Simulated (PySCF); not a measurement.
Simulated C 1s region for 2,2-dichloroethanol (`OCC(Cl)Cl`), binding energy against the vacuum level.

Every computed line was given a Gaussian of 0.7 eV full width at half maximum and an area set by the number of equivalent atoms; the highest printed point is 100. Level of theory: delta-SCF UKS SCAN, pcX-2 on the ionised atom, pcseg-1 elsewhere, spin-free X2C in PySCF.

| binding energy (eV) | intensity |
| --- | --- |
| 292.1 | 0 |
| 292.2 | 1 |
| 292.3 | 2 |
| 292.4 | 6 |
| 292.5 | 12 |
| 292.6 | 22 |
| 292.7 | 38 |
| 292.8 | 57 |
| 292.9 | 77 |
| 293.0 | 93 |
| 293.1 | 100 |
| 293.2 | 97 |
| 293.3 | 85 |
| 293.4 | 70 |
| 293.5 | 58 |
| 293.6 | 54 |
| 293.7 | 60 |
| 293.8 | 72 |
| 293.9 | 87 |
| 294.0 | 98 |
| 294.1 | 100 |
| 294.2 | 91 |
| 294.3 | 74 |
| 294.4 | 54 |
| 294.5 | 35 |
| 294.6 | 21 |
| 294.7 | 11 |
| 294.8 | 5 |
| 294.9 | 2 |
| 295.0 | 1 |
| 295.1 | 0 |

Question: How many maxima does the curve show, and how many computed lines lie under it?

Answer: The curve has 2 maxima (at 293.1 and 294.1 eV). Under it lie 2 lines from 2 inequivalent carbon sites.

Question: Decompose the envelope and assign each component. Numbering: `[OH:1][CH2:2][CH:3]([Cl:4])[Cl:5]`.

Answer: 
```
position (eV)  relative area  line  atoms             environment
       293.11              1  C 1s     C2  carbinol carbon (C–OH)
       294.07              1  C 1s     C3            CHCl2 carbon
```

Question: What are the centre and the root-mean-square width of the whole band?

Answer: The area-weighted mean of the lines is 293.59 eV. Their own spread about it is 0.48 eV (rms) and each Gaussian has σ = 0.7/2.355 = 0.30 eV; the variances add, which gives 0.56 eV.

Question: Above which line width would these two lines show one maximum?

Answer: Two equal Gaussians merge once their distance is under 2σ = FWHM/1.177. With 0.96 eV between them that is a full width over 1.13 eV.

Lowest listed C 1s: C2, bonded to O, C and 2 H. Highest, 0.96 eV above it: C3, bonded to 2 Cl, C and H.

No satellites, vibrations or lifetime broadening are included. Isolated species at its PBE0-D3(BJ)/def2-SVP geometry (one conformer only).

The values belong to the conformer `[OH:1][CH2:2][CH:3]([Cl:4])[Cl:5]`: O1–C2–C3–Cl4 178°, H–O1–C2–C3 60°.
